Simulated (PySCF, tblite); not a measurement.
C2H4P2.
Cartesian coordinates in Å at the GFN2-xTB level; atoms count from 1:
```xyz
8
C2H4P2 angstrom
C     -1.5488   -0.1718    0.2575
C     -0.2436   -0.1416    0.0091
P      0.7408    1.3361    0.3692
P      2.6333    0.8361   -0.1887
H     -2.0608    0.6776    0.6782
H     -2.1498   -1.0431    0.0508
H      0.2523   -1.0092   -0.4148
H      2.3858   -0.4746   -0.6304
```

Method: B3LYP/def2-SVPD in PySCF (dipole) on a GFN2-xTB geometry, gas phase.

Take the most abundant isotopes and a rigid rotor. The values belong to one conformer with, in the numbering `[H]/[P:4]=[P:3]\[CH:2]=[CH2:1]`, C1–C2–P3–P4 180°.

Q: Give the principal moments of inertia and the rotational constants in GHz.

A: Ia = 30.40, Ib = 216.42, Ic = 246.82 u·Å²; 505379 MHz·u·Å²/I gives 16625, 2335 and 2048 MHz, that is A = 16.625, B = 2.3352, C = 2.0476 GHz.

Q: Classify the top.

A: A near-prolate asymmetric top. Ray's parameter κ = (2B − A − C)/(A − C) = -0.961; −1 is the prolate and +1 the oblate limit.

Q: Is it planar, by Δ = Ic − Ia − Ib?

A: Planar: Δ = Ic − Ia − Ib = 0.00 u·Å². For a rigid frame Δ = −2 Σ m c², so it vanishes when all atoms lie in the ab plane; here none is more than 0.01 Å from it.

Q: List the rotational levels J(Ka,Kc) to J = 4 (MHz).

A: Above 0(0,0):
J = 1: 1(0,1) 4383, 1(1,1) 18673, 1(1,0) 18961
J = 2: 2(0,2) 13144, 2(1,2) 27151, 2(1,1) 28014, 2(2,1) 70884, 2(2,0) 70888
J = 3: 3(0,3) 26275, 3(1,3) 39865, 3(1,2) 41591, 3(2,2) 84032, 3(2,1) 84054, 3(3,1) 156205, 3(3,0) 156205
J = 4: 4(0,4) 43763, 4(1,4) 56812, 4(1,3) 59688, 4(2,3) 101560, 4(2,2) 101624, 4(3,2) 173744, 4(3,1) 173745, 4(4,1) 274774, 4(4,0) 274774
Those of J = 1 are B + C, A + C and A + B.

Q: Which lines would a microwave search look for?

A: The dipole components are |μa| = 1.71 D, |μb| = 1.15 D, |μc| = 0.00 D; the mirror of this Cs structure is the ab plane, so μc vanishes by symmetry and there are no c-type lines. Intensities carry the squares of the components, which stand as 1.00 : 0.45 (a : b). Some lines, for components of 0.1 D or more:

| type | branch | J(Ka,Kc) | MHz | lower level (cm⁻¹) |
| --- | --- | --- | --- | --- |
| a | Q | 2(1,1) ← 2(1,2) | 863 | 0.906 |
| a | R | 1(0,1) ← 0(0,0) | 4383 | 0.000 |
| a | R | 2(1,2) ← 1(1,1) | 8478 | 0.623 |
| a | R | 2(0,2) ← 1(0,1) | 8761 | 0.146 |
| a | R | 2(1,1) ← 1(1,0) | 9053 | 0.632 |
| b | Q | 1(1,0) ← 1(0,1) | 14578 | 0.146 |
| b | Q | 2(1,1) ← 2(0,2) | 14870 | 0.438 |
| b | R | 1(1,1) ← 0(0,0) | 18673 | 0.000 |
| b | R | 2(1,2) ← 1(0,1) | 22768 | 0.146 |
| b | Q | 2(2,0) ← 2(1,1) | 42875 | 0.934 |
| b | Q | 2(2,1) ← 2(1,2) | 43733 | 0.906 |
| b | R | 2(2,1) ← 1(1,0) | 51924 | 0.632 |
| b | R | 2(2,0) ← 1(1,1) | 52216 | 0.623 |

Q: Estimate the classical rotational partition function at 25 K, 298.15 K and 500 K.

A: Point group Cs, symmetry number σ = 1; q = (√π/σ)·√((kT/h)³/(ABC)), k/h = 20836.6 MHz/K: 2360 at 25 K, 97300 at 298.15 K, 211000 at 500 K.

Its GFN2-xTB frequencies are all real (lowest 60 cm⁻¹). These are rigid-rotor constants of the computed structure; measured ground-state constants (B0) also hold zero-point vibration.

Hardware: one thread, Intel Xeon Platinum 8488C (x86_64) (shared host). Cost: 7.8 s (grids of density and orbitals included), 0.50 GiB resident at most. This is the B3LYP/def2-SVPD job that gave the dipole, with the excitations it also computed.
